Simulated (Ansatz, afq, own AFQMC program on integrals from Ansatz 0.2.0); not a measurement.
Two steps: Ansatz 0.2.0 writes the Fock matrix and Cholesky factors of the valence space, and afq projects on them the lowest state that overlaps trial and start.

```yaml
crystal:
  periodic: [false, false, false]
  atoms:
    - {symbol: Al, position_ang: [0.000000, -0.192809, 1.409678]}
    - {symbol: N, position_ang: [0.000000, 0.283662, -2.872898]}
    - {symbol: H, position_ang: [0.000000, 1.219427, 2.187158]}
basis:
  gaussian: {orbitals: cc-pVDZ}
magnetization: {spin_polarized: true, initial_magnetization: 3}
correlation: {method: ccsd_t, electrons: outside_noble_gas, hamiltonian_folder: ham}
```

```sh
$ ansatz run in.yaml --threads 1 --pin off --events-out ev --progress --plain --max-ram 1382MiB
```

afq runs on the folder ham with

```
--method free --trial cisd --walkers 20 --time-step 0.05 --max-blocks 60 --target-error 0.00144 --factor-cut 1e-06 --seed 105 --times 0.0,0.5,1.0,2.0,3.0,4.0 --taylor-order 6
```

Times are imaginary, in 1/Eh. The walk had a cap of 268 s.

Output of the walk:

```
orbitals 31  electrons 6 3  factors 216 of 360
reference energy -296.84461322 Eh
CCSD correlation -0.16073013 Eh in 15 cycles, weight of the determinant in the CISD state 0.8919
repeat  energy at the last time / Eh  error
    10  -297.008943  0.000799
    20  -297.009140  0.000857
    30  -297.008940  0.000613
time / (1/Eh)  energy / Eh  error  mean overlap
  0.00  -297.005355  0.000180  1.1191
  0.50  -297.006608  0.000286  1.1257
  1.00  -297.007518  0.000309  1.0928
  2.00  -297.008004  0.000545  1.1069
  3.00  -297.007657  0.000582  1.1334
  4.00  -297.009007  0.000589  1.0205
energy -297.009007 +/- 0.000589 Eh
```

The run passed its tests (error under three times the target), which doesn't prove that it has relaxed.

Against this walk (error 16.0 meV) on the same determinant: CCSD(T) 55.1 meV higher, CCSDT(Q) 40.2 meV higher. The error is statistical, and a free projection of finite length keeps a remainder of its start. The last points scatter (meV from the last: 65 ± 8 at 0.50, 41 ± 8 at 1.00, 27 ± 15 at 2.00, 37 ± 16 at 3.00, 0 ± 16 at 4.00); the last is the one printed as the energy, and the gaps above move with that scatter.

Cautions: remainder of the start not in the error; lower spins were not checked; an unrestricted solution with more broken spin lies lower (16 meV, ⟨S²⟩ 3.92); so few walkers bias the energy; the time-step error isn't removed.

The walk took 13 s on 1 thread of Arm Neoverse V1 (shared host). The log's last line is the free-projection energy.

CCSDT and higher add their correlation energy to the determinant of the CCSD(T) run, since their own runs factorise the integrals more tightly (a shift of under 2 meV). A walk keeps the symmetry of its determinant, which the program's search chose and which needn't be the lowest solution, so a lower state of the same spin and another symmetry isn't excluded.
